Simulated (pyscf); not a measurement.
PySCF, gas phase, ωB97X-D3(BJ)/def2-SVP geometries.

### Question
HN=Nb(Cl)(Cl)–Cl + hydrogen chloride (HCl) → H₂N–Nb(Cl)(Cl)(Cl)–Cl
Surface: singlet. Broken: Cl–H. Formed: H–N, Cl–Nb. Give ΔE‡ and ΔE from ωB97M-D3(BJ)/def2-TZVP, relative to the separated reactants.

### Answer
ΔE‡ = 49.6 kJ/mol, ΔE = -89.6 kJ/mol. Zero-point energy shifts the barrier by -1.8 kJ/mol. It is an addition across a multiple bond or ene-type step, with an imaginary mode of 1274i cm⁻¹. One saddle was located; it need not be the lowest between these sides. Elements past Kr carry the def2 core potentials, without spin-orbit coupling.
